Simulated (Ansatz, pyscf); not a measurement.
cyclic C₃H₄ (SMILES C1=CC1) -> cyclic C₃H₄ (SMILES [C]1CC1) [singlet], a hydrogen shift on the singlet surface: C–H broken, C–H formed. Structures and frequencies: ωB97X-D3(BJ)/def2-SVP in PySCF. Wave-function energies: Ansatz (a quantum-chemistry and plane-wave program), frozen core, RHF or UHF references. In kJ/mol, from the reactant's lowest minimum found.

Cost: rough CPU time of the saddle's run relative to CCSD(T)/cc-pV(D+d)Z, from one job on a shared machine, with the HF step and its search for lower states.

| level | barrier | reaction energy | cost |
|---|---|---|---|
| PBE/def2-TZVP | 237.75 | +196.42 | – |
| PBE0-D3(BJ)/def2-TZVP | 239.80 | +191.40 | – |
| CCSD(T)/cc-pV(D+d)Z | 239.23 | +179.56 | 1 |
| CCSDT(Q)/cc-pV(D+d)Z | 239.03 | +179.06 | 88 |
| CCSD(T)/cc-pV(T+d)Z | 241.95 | +186.49 | 10 |
| CCSD(T)/cc-pV(Q+d)Z | 242.11 | +188.03 | – |

In cc-pV(D+d)Z, going from CCSD(T) to CCSDT(Q) shifts the barrier by -0.20 and the reaction energy by -0.50 kJ/mol. With HF in the quadruple-zeta basis and the correlation energy extrapolated as X⁻³ from X = 3, 4, CCSD(T) gives 242.39 and +188.92; adding the double-zeta shift gives ΔE‡ = 242.19 and ΔE = +188.42 kJ/mol, without core correlation, relativity or geometry relaxation at these levels. The same reactants have a lower exit, to :HC–CH=CH₂ [singlet] (barrier +165.91 kJ/mol at ωB97M-D3(BJ)/def2-TZVP, against +234.61 kJ/mol here). cyclic C₃H₄ (SMILES C1=CC1) lies 93.44 kJ/mol over its isomer H₂C=C=CH₂ (electronic energy, ωB97M-D3(BJ)/def2-TZVP). cyclic C₃H₄ (SMILES [C]1CC1) [singlet] lies 273.97 kJ/mol over its isomer H₂C=C=CH₂ (electronic energy, ωB97M-D3(BJ)/def2-TZVP). This is the saddle that the search found; another between the same sides may lie lower. A restricted singlet here is unstable towards spin polarisation, as is usual where a triplet lies low; its energy is less safe.
